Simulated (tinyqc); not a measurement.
FCI on RHF in the sto-3g basis, frozen core, for HF, spin multiplicity 1, step by step. Computed by tinyqc, a small Python program that keeps every step (integrals from PySCF). Settings: charge = 0, multiplicity = 1, basis = sto-3g, method = RHF, frozen orbitals = 1, energy threshold = 1e-10, iteration cap = 71, orthogonalisation = symmetric, start = core, DIIS depth = 6, ci = FCI. Command: `OMP_NUM_THREADS=1 python tinyqc.py 27821 27822 out.jsonl` (the two numbers bound the seeds that draw the settings). One thread of a shared host (Intel(R) Xeon(R) Processor @ 2.60GHz), about 0.1 s of CPU time with the checks. The early iterations of the SCF are left out here.

## One-electron integrals

Geometry (angstrom):

| atom | x | y | z |
|---|---|---|---|
| F | 0.00000 | 0.00000 | 0.00000 |
| H | 0.00000 | 0.00000 | 0.80100 |

Basis sto-3g: exponents (1/bohr^2) and contraction coefficients of normalised primitives:

| element | l (shell) | exponent | coefficient |
|---|---|---|---|
| F | s (1) | 166.67913 | 0.15433 |
| F | s (1) | 30.36081 | 0.53533 |
| F | s (1) | 8.21682 | 0.44463 |
| F | s (2) | 6.46480 | -0.09997 |
| F | s (2) | 1.50228 | 0.39951 |
| F | s (2) | 0.48859 | 0.70012 |
| F | p (3) | 6.46480 | 0.15592 |
| F | p (3) | 1.50228 | 0.60768 |
| F | p (3) | 0.48859 | 0.39196 |
| H | s (1) | 3.42525 | 0.15433 |
| H | s (1) | 0.62391 | 0.53533 |
| H | s (1) | 0.16886 | 0.44463 |

Overlap, kinetic and nuclear-attraction integrals over the contracted functions; the nuclear repulsion is the sum of Za Zb / Rab.

nuclear repulsion = 5.9458114 hartree

overlap S, lower triangle:
```
          1F 1s    1F 2s   1F 2px   1F 2py   1F 2pz    2H 1s
1F 1s   1.00000
1F 2s   0.23799  1.00000
1F 2px  0.00000  0.00000  1.00000
1F 2py  0.00000  0.00000  0.00000  1.00000
1F 2pz  0.00000  0.00000  0.00000  0.00000  1.00000
2H 1s   0.06489  0.53006  0.00000  0.00000  0.38574  1.00000
```

kinetic energy T (hartree), lower triangle:
```
           1F 1s    1F 2s   1F 2px   1F 2py   1F 2pz    2H 1s
1F 1s   36.98458
1F 2s   -0.21286  1.03800
1F 2px   0.00000  0.00000  3.24801
1F 2py   0.00000  0.00000  0.00000  3.24801
1F 2pz   0.00000  0.00000  0.00000  0.00000  3.24801
2H 1s    0.01137  0.20079  0.00000  0.00000  0.37591  0.76003
```

nuclear attraction V (hartree), lower triangle:
```
            1F 1s      1F 2s     1F 2px     1F 2py     1F 2pz     2H 1s
1F 1s   -77.67023
1F 2s    -9.33404  -12.18996
1F 2px    0.00000    0.00000  -12.04425
1F 2py    0.00000    0.00000    0.00000  -12.04425
1F 2pz   -0.01973   -0.22536    0.00000    0.00000  -12.20317
2H 1s    -2.63372   -5.20313    0.00000    0.00000   -3.41681  -6.77401
```

core Hamiltonian H = T + V (hartree), lower triangle:
```
            1F 1s      1F 2s    1F 2px    1F 2py    1F 2pz     2H 1s
1F 1s   -40.68565
1F 2s    -9.54689  -11.15196
1F 2px    0.00000    0.00000  -8.79623
1F 2py    0.00000    0.00000   0.00000  -8.79623
1F 2pz   -0.01973   -0.22536   0.00000   0.00000  -8.95515
2H 1s    -2.62234   -5.00234   0.00000   0.00000  -3.04090  -6.01397
```

## Two-electron integrals

Functions are numbered as in S; the eight-fold symmetry (ij|kl) = (ji|kl) = (kl|ij) leaves the list below.

Two-electron integrals (ij|kl) in chemists' order, unique and non-zero (hartree):
```
(11|11) 5.40350   (21|11) 0.84192   (21|21) 0.15630   (22|11) 1.26803
(22|21) 0.29234   (22|22) 0.92617   (31|31) 0.02800   (32|31) 0.04317
(32|32) 0.20459   (33|11) 1.26450   (33|21) 0.29240   (33|22) 0.92596
(33|33) 0.99751   (41|41) 0.02800   (42|41) 0.04317   (42|42) 0.20459
(43|43) 0.05377   (44|11) 1.26450   (44|21) 0.29240   (44|22) 0.92596
(44|33) 0.88997   (44|44) 0.99751   (51|51) 0.02800   (52|51) 0.04317
(52|52) 0.20459   (53|53) 0.05377   (54|54) 0.05377   (55|11) 1.26450
(55|21) 0.29240   (55|22) 0.92596   (55|33) 0.88997   (55|44) 0.88997
(55|55) 0.99751   (61|11) 0.23416   (61|21) 0.04303   (61|22) 0.07974
(61|33) 0.07962   (61|44) 0.07962   (61|51) 0.00169   (61|52) 0.00315
(61|55) 0.07997   (61|61) 0.01196   (62|11) 0.51954   (62|21) 0.12107
(62|22) 0.41959   (62|33) 0.41402   (62|44) 0.41402   (62|51) 0.00801
(62|52) 0.05918   (62|55) 0.43033   (62|61) 0.03365   (62|62) 0.22219
(63|31) 0.01354   (63|32) 0.07691   (63|53) 0.01281   (63|63) 0.03527
(64|41) 0.01354   (64|42) 0.07691   (64|54) 0.01281   (64|64) 0.03527
(65|11) 0.31944   (65|21) 0.07551   (65|22) 0.28048   (65|33) 0.26796
(65|44) 0.26796   (65|51) 0.01805   (65|52) 0.11564   (65|55) 0.30521
(65|61) 0.02199   (65|62) 0.18200   (65|65) 0.18380   (66|11) 0.61514
(66|21) 0.14566   (66|22) 0.57479   (66|33) 0.55460   (66|44) 0.55460
(66|51) 0.01386   (66|52) 0.13702   (66|55) 0.61451   (66|61) 0.04086
(66|62) 0.36486   (66|65) 0.34738   (66|66) 0.77461
```

## Orthogonalisation

S = U s U^T; symmetric (Loewdin) form X = U s^(-1/2) U^T, so that X^T S X = 1.

eigenvalues of S: 0.33120  0.84703  1.00000  1.00000  1.11687  1.70489

X, lower triangle:
```
           1F 1s     1F 2s   1F 2px   1F 2py    1F 2pz    2H 1s
1F 1s    1.02363
1F 2s   -0.13741   1.18621
1F 2px   0.00000   0.00000  1.00000
1F 2py   0.00000   0.00000  0.00000  1.00000
1F 2pz  -0.00995   0.11710  0.00000  0.00000   1.08359
2H 1s    0.02624  -0.38193  0.00000  0.00000  -0.27348  1.24283
```

## Iteration 7 (converged): orbitals

converged F (hartree), lower triangle:
```
            1F 1s     1F 2s    1F 2px    1F 2py    1F 2pz     2H 1s
1F 1s   -25.88119
1F 2s    -6.62345  -3.07294
1F 2px    0.00000   0.00000  -0.47042
1F 2py    0.00000   0.00000   0.00000  -0.47042
1F 2pz   -0.02942  -0.15403   0.00000   0.00000  -0.45646
2H 1s    -1.82969  -1.40939   0.00000   0.00000  -0.63979  -0.80266
```

Diagonalise F' = X^T F X, C = X C', fill 5 alpha and 5 beta electrons from the bottom; D = 2 C_occ C_occ^T. Each column has its largest component positive (the first on a tie).

F' = X^T F X (hartree), lower triangle:
```
           1         2         3         4         5        6
1  -25.40177
2   -3.41739  -1.67638
3    0.00000   0.00000  -0.47042
4    0.00000   0.00000   0.00000  -0.47042
5   -0.05331   0.11488   0.00000   0.00000  -0.20421
6   -0.33025  -0.72948   0.00000   0.00000  -0.65152  0.01457
```

orbital energies (hartree): MO1 -25.89140, MO2 -1.51711, MO3 -0.61767, MO4 -0.47042, MO5 -0.47042, MO6 0.75839

coefficients C:
```
             MO1       MO2       MO3      MO4       MO5       MO6
1F 1s    0.99453  -0.24426   0.09503  0.00000   0.00000   0.09852
1F 2s    0.02415   0.89979  -0.50540  0.00000   0.00000  -0.72107
1F 2px   0.00000   0.00000   0.00000  0.65849   0.75259   0.00000
1F 2py   0.00000   0.00000   0.00000  0.75259  -0.65849   0.00000
1F 2pz   0.00403   0.13319   0.71918  0.00000   0.00000  -0.85311
2H 1s   -0.00743   0.18051   0.47566  0.00000   0.00000   1.22763
```

D after iteration 7, lower triangle:
```
           1F 1s     1F 2s   1F 2px   1F 2py   1F 2pz    2H 1s
1F 1s    2.11556
1F 2s   -0.48759   2.13126
1F 2px   0.00000   0.00000  2.00000
1F 2py   0.00000   0.00000  0.00000  2.00000
1F 2pz   0.07963  -0.48708  0.00000  0.00000  1.06996
2H 1s   -0.01256  -0.15631  0.00000  0.00000  0.73219  0.51777
```

Within a degenerate level the vectors are fixed only up to a rotation; this is one choice.

## Convergence

Stop when the energy changes by less than 1e-10 hartree and every element of the error matrix X^T (F D S - S D F) X is below 3e-06.

Course of the cycle:

| iteration | E (hartree) | change | largest element of the error matrix |
|---|---|---|---|
| 1 | -97.7349597 | - | 8.83e-01 |
| 2 | -98.5115813 | -7.77e-01 | 2.02e-01 |
| 3 | -98.5302245 | -1.86e-02 | 8.59e-03 |
| 4 | -98.5302622 | -3.78e-05 | 5.87e-04 |
| 5 | -98.5302626 | -3.45e-07 | 2.49e-05 |
| 6 | -98.5302626 | -2.59e-10 | 9.71e-08 |
| 7 | -98.5302626 | -2.84e-14 | 1.11e-11 |

PySCF RHF in the same basis = -98.5302626 hartree

Converged in 7 iterations.

## Integrals over molecular orbitals

(pq|rs) = sum C_ip C_jq C_kr C_ls (ij|kl), one index at a time.

one-electron integrals over orbitals h = C^T H C (hartree), lower triangle:
```
           1         2         3         4         5         6
1  -40.66663
2    0.69045  -9.20725
3   -0.25915   0.50702  -8.04272
4    0.00000   0.00000   0.00000  -8.79623
5    0.00000   0.00000   0.00000   0.00000  -8.79623
6   -0.27024   1.39810   1.62678   0.00000   0.00000  -6.10044
```

Two-electron integrals over orbitals (pq|rs), unique and non-zero (hartree); the lowest 1 orbital is frozen and left out:
```
(22|22) 0.86338    (32|22) 0.01057    (32|32) 0.15696    (33|22) 0.77692
(33|32) -0.07185   (33|33) 0.83269    (42|42) 0.17484    (43|42) -0.04945
(43|43) 0.05717    (44|22) 0.87080    (44|32) -0.07317   (44|33) 0.79711
(44|44) 0.99751    (52|52) 0.17484    (53|52) -0.04945   (53|53) 0.05717
(54|54) 0.05377    (55|22) 0.87080    (55|32) -0.07317   (55|33) 0.79711
(55|44) 0.88997    (55|55) 0.99751    (62|22) -0.14658   (62|32) -0.02618
(62|33) -0.05656   (62|44) -0.14846   (62|55) -0.14846   (62|62) 0.10324
(63|22) -0.12409   (63|32) 0.08808    (63|33) -0.13894   (63|44) -0.16552
(63|55) -0.16552   (63|62) 0.06335    (63|63) 0.14209    (64|42) -0.04903
(64|43) -0.00845   (64|64) 0.03307    (65|52) -0.04903   (65|53) -0.00845
(65|65) 0.03307    (66|22) 0.70575    (66|32) 0.08204    (66|33) 0.66608
(66|44) 0.66071    (66|55) 0.66071    (66|62) -0.07086   (66|63) -0.00850
(66|66) 0.72112
```

## FCI: determinants and Hamiltonian

one-electron integrals dressed by the frozen orbital, h + 2 (pq|11) - (p1|1q) (hartree), lower triangle:
```
          2         3         4         5         6
2  -6.91087
3   0.25505  -5.92132
4   0.00000   0.00000  -6.29791
5   0.00000   0.00000   0.00000  -6.29791
6   0.84358   1.00609   0.00000   0.00000  -4.31666
```

energy of the frozen orbital, 2 h_11 + (11|11) = -75.9724388 hartree

Hartree-Fock energy = -98.5302626 hartree

Slater-Condon rules over spin orbitals, with the nuclear repulsion and the energy of the frozen orbital added and E(HF) subtracted on the diagonal. Only determinants linked to the reference directly or through others are kept (one block of an abelian symmetry group), so some states are absent.

Occupation strings over the orbitals (2 doubly, a alpha, b beta, 0 empty; spin orbitals ordered 1a 1b 2a 2b ...): 222220 22a22b 2a222b 22b22a 2b222a 222202 222022 220222 2ab222 2ba222 202222

H - E(HF) between determinants (hartree), lower triangle:
```
          222220    22a22b    2a222b    22b22a    2b222a    222202    222022    220222
222220   0.00000
22a22b   0.00000   0.85206
2a222b   0.00000  -0.01870   1.67299
22b22a   0.00000  -0.14209  -0.06335   0.85206
2b222a   0.00000  -0.06335  -0.10324  -0.01870   1.67299
222202   0.03307   0.00845   0.04903  -0.00845  -0.04903   1.59952
222022   0.03307   0.00845   0.04903  -0.00845  -0.04903   0.05377   1.59952
220222   0.14209   0.13045  -0.08808  -0.13045   0.08808   0.05717   0.05717   1.92576
2ab222  -0.06335   0.08808  -0.11559  -0.01430   0.02618   0.04945   0.04945   0.17259
2ba222   0.06335  -0.01430   0.02618   0.08808  -0.11559  -0.04945  -0.04945  -0.17259
202222   0.10324   0.02618   0.07571  -0.02618  -0.07571   0.17484   0.17484   0.15696

          2ab222    2ba222   202222
2ab222   2.65126
2ba222  -0.15696   2.65126
202222   0.09017  -0.09017  3.51899
```

## FCI: roots

Diagonalise (each vector has its largest component positive (the first on a tie)); all determinants have Ms = 0, so triplets appear too. The lowest singlet root is the correlation energy.

lowest roots of this matrix, relative to E(HF) (hartree): -0.01812  0.69984  0.95142  1.54575  1.54982  1.56763  1.77646  1.92890

lowest vectors:
```
          root 1    root 2    root 3    root 4
222220   0.99568   0.00000  -0.02299   0.00000
22a22b   0.00785   0.70376   0.69113   0.00000
2a222b   0.00027   0.06372  -0.06347   0.00000
22b22a  -0.00785   0.70376  -0.69113   0.00000
2b222a  -0.00027   0.06372   0.06347   0.00000
222202  -0.01618   0.00000   0.01168   0.70711
222022  -0.01618   0.00000   0.01168  -0.70711
220222  -0.07577   0.00000  -0.18526   0.00000
2ab222   0.02806  -0.02576  -0.02725   0.00000
2ba222  -0.02806  -0.02576   0.02725   0.00000
202222  -0.02566   0.00000   0.00222   0.00000
```

<S^2> of these roots: 0.00000  2.00000  0.00000  0.00000  0.00000  2.00000  0.00000  0.00000

weight of the ground state by excitation level 0, 1, 2, ...: 0.99138  0.00012  0.00850
